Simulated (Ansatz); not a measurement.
# BH₃F (doublet): from Hartree-Fock to the top rungs at distance B1–H4 along a hydrogen transfer = 1.702 Å, cc-pVDZ

Aim: climb from Hartree-Fock through coupled cluster and multireference methods for BH₃F (doublet) at one geometry and basis, and see what each rung misses.

Method: cc-pVDZ, core rule «outside noble gas», up to 2 orbitals frozen; program: Ansatz 0.2.0, Gaussian basis.

The runs, in order: UHF; CCSD(T) on ROHF; CCSD(T) on UHF; BCCD(T) on ROHF; CISD; CCSDT(Q) on ROHF; CCSDT(Q) on UHF; CASSCF and MRCISD+Q, 3 electrons in 3 orbitals; CASSCF and NEVPT2, 3 electrons in 3 orbitals.

16 further runs of the same task are left out: 9 for a known fault of the program, 1 for a mislabelled method, 5 that didn't finish, 1 set aside as unsound or not needed.

## Step 1: The geometry

The geometry derives from fragments relaxed apart (PBE0/def2-TZVP) and kept rigid, so it is no stationary point. A hydrogen atom is moved between rigid fragments.

5 atoms, charge 0, spin multiplicity 2.

Atoms are counted from 1 here; the program's logs count them from 0.

Bond lengths: B1–H2 1.193 Å, B1–H3 1.193 Å, H4–F5 0.985 Å. Angles: H2–B1–H3 120.0°.

## Step 2: UHF

Input file in.yaml:

```yaml
crystal:
  periodic: [false, false, false]
  atoms:
    - {symbol: B, position_ang: [-1.570400, 0.000000, 0.000000]}
    - {symbol: H, position_ang: [-2.167133, 1.033571, 0.000000]}
    - {symbol: H, position_ang: [-2.167133, -1.033571, 0.000000]}
    - {symbol: H, position_ang: [0.131600, 0.000000, 0.000000]}
    - {symbol: F, position_ang: [1.116600, 0.000000, 0.000000]}
basis:
  gaussian: {orbitals: cc-pVDZ}
magnetization: {spin_polarized: true, initial_magnetization: 1}
hamiltonian: {xc: hf}
output: {orbitals: {seedname: orbitals}}
```

Launch:

```
$ ansatz run in.yaml --threads 1 --pin off --events-out ev --progress --plain --max-ram 2393MiB
```

After this run come: CCSD(T) on ROHF; CCSD(T) on UHF; BCCD(T) on ROHF; CISD; CCSDT(Q) on ROHF; CCSDT(Q) on UHF; CASSCF and MRCISD+Q, 3 electrons in 3 orbitals; CASSCF and NEVPT2, 3 electrons in 3 orbitals.

Q: Predict the results of all the runs planned. Wanted: UCCSDT(Q) below the RHF energy; RMP2 from UCCSDT(Q); UMP2 from UCCSDT(Q); RCCSD from UCCSDT(Q); RCCSD(T) from UCCSDT(Q); UCCSD(T) from UCCSDT(Q); RCCSDT(Q) from UCCSDT(Q); NEVPT2 pair from UCCSDT(Q); MRCISD+Q pair from UCCSDT(Q).

**Answer**, as computed:

| quantity | value |
| --- | --- |
| UCCSDT(Q) below the RHF energy | -8.3842 eV |
| RMP2 from UCCSDT(Q) | +18.46 kcal/mol |
| UMP2 from UCCSDT(Q) | +18.56 kcal/mol |
| RCCSD from UCCSDT(Q) | +3.20 kcal/mol |
| RCCSD(T) from UCCSDT(Q) | +0.67 kcal/mol |
| UCCSD(T) from UCCSDT(Q) | +0.66 kcal/mol |
| RCCSDT(Q) from UCCSDT(Q) | +0.02 kcal/mol |
| NEVPT2 pair from UCCSDT(Q) | +18.20 kcal/mol |
| MRCISD+Q pair from UCCSDT(Q) | +1.68 kcal/mol |
| levels within 1 kcal/mol (43 meV) | RCCSD(T), UCCSD(T), BCCD(T), RCCSDT, UCCSDT, RCCSDT(Q) |
| T1 diagnostic | 0.015 |

RCCSD(T) misses by +0.67 kcal/mol, 0.3 % of the correlation energy. Of the multireference levels listed MRCISD+Q pair comes nearest in total energy (+1.68 kcal/mol), which doesn't show that its space is the better one. These misses are within one basis, not against nature; the frozen cores of restricted and unrestricted runs differ, which can shift their rows.
